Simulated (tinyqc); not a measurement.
Worked calculation: RHF in the sto-3g basis, for H2O, spin multiplicity 1. One step of it, computed by the program tinyqc.

Problem. Iteration 1: building the Fock matrix. J_ij = sum D_kl (ij|kl), K_ij = sum D_kl (ik|jl); F = H + J - 0.5 K; E = tr D H + tr D J / 2 - 0.25 tr D K + E_nn.

D at the start, order 1O 1s, 1O 2s, 1O 2px, 1O 2py, 1O 2pz, 2H 1s, 3H 1s:
$$\begin{pmatrix}
2.143059 & -0.484139 & 0.000000 & 0.000000 & 0.017923 & -0.018261 & -0.018261 \\
-0.484139 & 2.074373 & 0.000000 & 0.000000 & -0.094618 & 0.034704 & 0.034704 \\
0.000000 & 0.000000 & 1.308449 & 0.000000 & 0.000000 & 0.000000 & 0.000000 \\
0.000000 & 0.000000 & 0.000000 & 1.132772 & 0.000000 & 0.120616 & -0.120616 \\
0.017923 & -0.094618 & 0.000000 & 0.000000 & 1.238794 & 0.049816 & 0.049816 \\
-0.018261 & 0.034704 & 0.000000 & 0.120616 & 0.049816 & 1.007064 & 0.075256 \\
-0.018261 & 0.034704 & 0.000000 & -0.120616 & 0.049816 & 0.075256 & 1.007064
\end{pmatrix}$$

core Hamiltonian H = T + V (hartree), order 1O 1s, 1O 2s, 1O 2px, 1O 2py, 1O 2pz, 2H 1s, 3H 1s:
$$\begin{pmatrix}
-32.793872 & -7.630074 & 0.000000 & 0.000000 & -0.020154 & -2.016061 & -2.016061 \\
-7.630074 & -9.399891 & 0.000000 & 0.000000 & -0.231110 & -4.131971 & -4.131971 \\
0.000000 & 0.000000 & -7.510618 & 0.000000 & 0.000000 & 0.000000 & 0.000000 \\
0.000000 & 0.000000 & 0.000000 & -7.703895 & 0.000000 & -2.255785 & 2.255785 \\
-0.020154 & -0.231110 & 0.000000 & 0.000000 & -7.604262 & -1.647445 & -1.647445 \\
-2.016061 & -4.131971 & 0.000000 & -2.255785 & -1.647445 & -5.322199 & -1.781894 \\
-2.016061 & -4.131971 & 0.000000 & 2.255785 & -1.647445 & -1.781894 & -5.322199
\end{pmatrix}$$

Two-electron integrals (ij|kl) in chemists' order, unique and non-zero (hartree):
```
(11|11) 4.785065    (21|11) 0.741380    (21|21) 0.136873    (22|11) 1.118947
(22|21) 0.256633    (22|22) 0.817206    (31|31) 0.024477    (32|31) 0.037809
(32|32) 0.180518    (33|11) 1.115814    (33|21) 0.256684    (33|22) 0.817023
(33|33) 0.880159    (41|41) 0.024477    (42|41) 0.037809    (42|42) 0.180518
(43|43) 0.047444    (44|11) 1.115814    (44|21) 0.256684    (44|22) 0.817023
(44|33) 0.785270    (44|44) 0.880159    (51|51) 0.024477    (52|51) 0.037809
(52|52) 0.180518    (53|53) 0.047444    (54|54) 0.047444    (55|11) 1.115814
(55|21) 0.256684    (55|22) 0.817023    (55|33) 0.785270    (55|44) 0.785270
(55|55) 0.880159    (61|11) 0.197946    (61|21) 0.036198    (61|22) 0.067309
(61|33) 0.067185    (61|41) 0.001352    (61|42) 0.002517    (61|44) 0.067441
(61|51) 0.000941    (61|52) 0.001752    (61|54) 0.000178    (61|55) 0.067309
(61|61) 0.009695    (62|11) 0.446416    (62|21) 0.103515    (62|22) 0.360874
(62|33) 0.355060    (62|41) 0.006304    (62|42) 0.046651    (62|44) 0.366587
(62|51) 0.004388    (62|52) 0.032472    (62|54) 0.008023    (62|55) 0.360645
(62|61) 0.027829    (62|62) 0.191664    (63|31) 0.011249    (63|32) 0.063942
(63|43) 0.009874    (63|53) 0.006873    (63|63) 0.028472    (64|11) 0.251184
(64|21) 0.059043    (64|22) 0.219929    (64|33) 0.209786    (64|41) 0.014436
(64|42) 0.091196    (64|44) 0.236568    (64|51) 0.002218    (64|52) 0.018971
(64|54) 0.011769    (64|55) 0.213194    (64|61) 0.016628    (64|62) 0.141902
(64|64) 0.132449    (65|11) 0.174840    (65|21) 0.041098    (65|22) 0.153085
(65|33) 0.146025    (65|41) 0.002218    (65|42) 0.018971    (65|44) 0.150921
(65|51) 0.012793    (65|52) 0.077147    (65|54) 0.013282    (65|55) 0.162143
(65|61) 0.011574    (65|62) 0.098773    (65|64) 0.072375    (65|65) 0.078850
(66|11) 0.561278    (66|21) 0.132252    (66|22) 0.525022    (66|33) 0.503633
(66|41) 0.011146    (66|42) 0.110636    (66|44) 0.546443    (66|51) 0.007758
(66|52) 0.077010    (66|54) 0.029798    (66|55) 0.524375    (66|61) 0.035936
(66|62) 0.339370    (66|64) 0.287361    (66|65) 0.200022    (66|66) 0.774606
(71|11) 0.197946    (71|21) 0.036198    (71|22) 0.067309    (71|33) 0.067185
(71|41) -0.001352   (71|42) -0.002517   (71|44) 0.067441    (71|51) 0.000941
(71|52) 0.001752    (71|54) -0.000178   (71|55) 0.067309    (71|61) 0.009537
(71|62) 0.026915    (71|64) 0.014604    (71|65) 0.011198    (71|66) 0.034256
(71|71) 0.009695    (72|11) 0.446416    (72|21) 0.103515    (72|22) 0.360874
(72|33) 0.355060    (72|41) -0.006304   (72|42) -0.046651   (72|44) 0.366587
(72|51) 0.004388    (72|52) 0.032472    (72|54) -0.008023   (72|55) 0.360645
(72|61) 0.026915    (72|62) 0.156924    (72|64) 0.079564    (72|65) 0.078599
(72|66) 0.230668    (72|71) 0.027829    (72|72) 0.191664    (73|31) 0.011249
(73|32) 0.063942    (73|43) -0.009874   (73|53) 0.006873    (73|63) 0.022582
(73|73) 0.028472    (74|11) -0.251184   (74|21) -0.059043   (74|22) -0.219929
(74|33) -0.209786   (74|41) 0.014436    (74|42) 0.091196    (74|44) -0.236568
(74|51) -0.002218   (74|52) -0.018971   (74|54) 0.011769    (74|55) -0.213194
(74|61) -0.014604   (74|62) -0.079564   (74|64) -0.018122   (74|65) -0.038877
(74|66) -0.101672   (74|71) -0.016628   (74|72) -0.141902   (74|74) 0.132449
(75|11) 0.174840    (75|21) 0.041098    (75|22) 0.153085    (75|33) 0.146025
(75|41) -0.002218   (75|42) -0.018971   (75|44) 0.150921    (75|51) 0.012793
(75|52) 0.077147    (75|54) -0.013282   (75|55) 0.162143    (75|61) 0.011198
(75|62) 0.078599    (75|64) 0.038877    (75|65) 0.061348    (75|66) 0.127029
(75|71) 0.011574    (75|72) 0.098773    (75|74) -0.072375   (75|75) 0.078850
(76|11) 0.179632    (76|21) 0.041967    (76|22) 0.156782    (76|33) 0.153500
(76|44) 0.156795    (76|51) 0.002896    (76|52) 0.024685    (76|55) 0.159890
(76|61) 0.011152    (76|62) 0.080960    (76|64) 0.051508    (76|65) 0.046907
(76|66) 0.143953    (76|71) 0.011152    (76|72) 0.080960    (76|74) -0.051508
(76|75) 0.046907    (76|76) 0.040542    (77|11) 0.561278    (77|21) 0.132252
(77|22) 0.525022    (77|33) 0.503633    (77|41) -0.011146   (77|42) -0.110636
(77|44) 0.546443    (77|51) 0.007758    (77|52) 0.077010    (77|54) -0.029798
(77|55) 0.524375    (77|61) 0.034256    (77|62) 0.230668    (77|64) 0.101672
(77|65) 0.127029    (77|66) 0.351259    (77|71) 0.035936    (77|72) 0.339370
(77|74) -0.287361   (77|75) 0.200022    (77|76) 0.143953    (77|77) 0.774606
```

nuclear repulsion = 9.78794066 hartree

Give: Coulomb J; exchange K; Fock matrix F; total energy of this density.

Solution.

Coulomb J (hartree), order 1O 1s, 1O 2s, 1O 2px, 1O 2py, 1O 2pz, 2H 1s, 3H 1s:
$$\begin{pmatrix}
17.3252 & 3.2543 & 0.0000 & 0.0000 & 0.0139 & 0.8614 & 0.8614 \\
3.2543 & 8.1142 & 0.0000 & 0.0000 & 0.1549 & 3.6052 & 3.6052 \\
0.0000 & 0.0000 & 8.0637 & 0.0000 & 0.0000 & 0.0000 & 0.0000 \\
0.0000 & 0.0000 & 0.0000 & 8.1492 & 0.0000 & 2.2016 & -2.2016 \\
0.0139 & 0.1549 & 0.0000 & 0.0000 & 8.1054 & 1.5899 & 1.5899 \\
0.8614 & 3.6052 & 0.0000 & 2.2016 & 1.5899 & 5.3961 & 1.5822 \\
0.8614 & 3.6052 & 0.0000 & -2.2016 & 1.5899 & 1.5822 & 5.3961
\end{pmatrix}$$

exchange K (hartree), order 1O 1s, 1O 2s, 1O 2px, 1O 2py, 1O 2pz, 2H 1s, 3H 1s:
$$\begin{pmatrix}
9.9232 & 1.7094 & 0.0000 & 0.0000 & 0.0227 & 0.4992 & 0.4992 \\
1.7094 & 2.8855 & 0.0000 & 0.0000 & 0.1830 & 1.5223 & 1.5223 \\
0.0000 & 0.0000 & 1.7294 & 0.0000 & 0.0000 & 0.0000 & 0.0000 \\
0.0000 & 0.0000 & 0.0000 & 1.9003 & 0.0000 & 0.6981 & -0.6981 \\
0.0227 & 0.1830 & 0.0000 & 0.0000 & 1.8130 & 0.5691 & 0.5691 \\
0.4992 & 1.5223 & 0.0000 & 0.6981 & 0.5691 & 1.6096 & 0.7351 \\
0.4992 & 1.5223 & 0.0000 & -0.6981 & 0.5691 & 0.7351 & 1.6096
\end{pmatrix}$$

Fock matrix F (hartree), order 1O 1s, 1O 2s, 1O 2px, 1O 2py, 1O 2pz, 2H 1s, 3H 1s:
$$\begin{pmatrix}
-20.4303 & -5.2304 & 0.0000 & 0.0000 & -0.0176 & -1.4042 & -1.4042 \\
-5.2304 & -2.7285 & 0.0000 & 0.0000 & -0.1677 & -1.2879 & -1.2879 \\
0.0000 & 0.0000 & -0.3117 & 0.0000 & 0.0000 & 0.0000 & 0.0000 \\
0.0000 & 0.0000 & 0.0000 & -0.5049 & 0.0000 & -0.4032 & 0.4032 \\
-0.0176 & -0.1677 & 0.0000 & 0.0000 & -0.4054 & -0.3421 & -0.3421 \\
-1.4042 & -1.2879 & 0.0000 & -0.4032 & -0.3421 & -0.7309 & -0.5673 \\
-1.4042 & -1.2879 & 0.0000 & 0.4032 & -0.3421 & -0.5673 & -0.7309
\end{pmatrix}$$

total energy of this density = -75.650924 hartree

This density is the starting one; it is not idempotent, so its energy is not variational and may lie below the converged one.
